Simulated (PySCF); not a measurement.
## Constants of HCl⁺, step by step

State: ²Π, doublet, unpaired electrons π ↑. De refers to H + Cl⁺. ROHF-based CCSD(T) in PySCF 2.14 with H aug-cc-pVTZ, Cl aug-cc-pV(T+d)Z and H aug-cc-pVQZ, Cl aug-cc-pV(Q+d)Z (frozen core orbitals: 5; no relativity). Correlation energies are extrapolated as n⁻³ (n = 3, 4), Hartree–Fock as (n+1)·exp(−9√n). CV is the change on freezing 1 orbitals instead, in H cc-pVTZ, Cl cc-pwCVTZ. SR is the spin-free X2C energy in H cc-pVTZ-DK, Cl cc-pVTZ-DK less the non-relativistic one in H cc-pVTZ, Cl cc-pVTZ.

```
            Level  Re (Å)  ωe (cm⁻¹)  ωexe (cm⁻¹)  αe (cm⁻¹)  De (eV)
       CCSD(T)/TZ  1.3155     2689.1         55.0      0.325    4.702
       CCSD(T)/QZ  1.3158     2684.6         54.2      0.324    4.777
           HF/CBS  1.3012     2826.5         51.8      0.306    3.608
          MP2/CBS  1.3114     2723.0         52.8      0.318    4.748
         CCSD/CBS  1.3138     2702.9         52.7      0.320    4.781
      CCSD(T)/CBS  1.3164     2679.9         53.4      0.323    4.831
   CCSD(T)/CBS+CV  1.3152     2682.3         53.5      0.324    4.842
CCSD(T)/CBS+CV+SR  1.3152     2679.1         53.4      0.324    4.830
```

Question: How much is left between CCSD(T)/QZ and the basis-set limit, and how much do the triples give at the limit?

Answer: CCSD(T)/CBS less CCSD(T)/QZ: +0.6 mÅ in Re, -4.7 cm⁻¹ in ωe and +0.054 eV in De. CCSD(T)/CBS less CCSD/CBS: +2.6 mÅ in Re, -23.0 cm⁻¹ in ωe and +0.050 eV in De.

Question: What do the later terms add?

Answer: CV: -1.2 mÅ in Re, +2.4 cm⁻¹ in ωe and +0.011 eV in De; SR: +0.0 mÅ in Re, -3.2 cm⁻¹ in ωe and -0.012 eV in De, each against the row above.

The T1 diagnostic is 0.015. The state was picked by a PBE0 search and need not be the measured ground state. Spin–orbit coupling, excitations beyond (T) and corrections to the Born–Oppenheimer picture are left out.

The whole job (state search and all basis sets along the bond) took about 6.8 min on 4 threads of Intel Xeon 6975P-C (shared host), peak memory 16 GiB.
